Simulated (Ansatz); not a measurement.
The first iterations of a band of CH4B (6 atoms, charge 0, multiplicity 2).

Method: UKS B3LYP-D4/def2-SVP in Ansatz.

```yaml
movable_images: 5
climbing_image: yes
spring: 50.0 eV/Å²
optimiser: quadratic models (default)
start_path: IDPP
force_threshold: 0.05 eV/Å
iteration_limit: 60
end_points: relaxed
```

Initial state:

```xyz
6
Properties=species:S:1:pos:R:3
B 0.338 -1.071 0.125
C -0.291 0.300 -0.209
H 1.173 -1.325 0.960
H -1.176 0.279 -0.862
H 0.507 0.851 -0.753
H -0.509 0.903 0.693
```

Final state:

```xyz
6
Properties=species:S:1:pos:R:3
B 0.792 -0.746 0.296
C -0.116 0.369 -0.264
H 0.475 -1.705 0.959
H -1.084 -0.010 -0.643
H 0.339 1.034 -1.015
H -0.365 0.995 0.620
```

| iteration | highest image above the first end (eV) | largest band force component (eV/Å) |
| --- | --- | --- |
| 1 | 0.121 | 0.870 |
| 2 | 0.038 | 0.368 |

Task: Does the band converge within its limit, and where does its top end?

Result: The run converged. It ended after 5 iterations with the highest image 0.021 eV above the first end. Another band between the same ends (5 images) ends at a top of the same energy, where a vibrational analysis finds 1 clearly imaginary mode.

Run time: 63 s on 1 thread of Intel(R) Xeon(R) Platinum 8375C CPU @ 2.90GHz (Ice Lake), with other jobs on the host, peak memory 0.12 GiB.
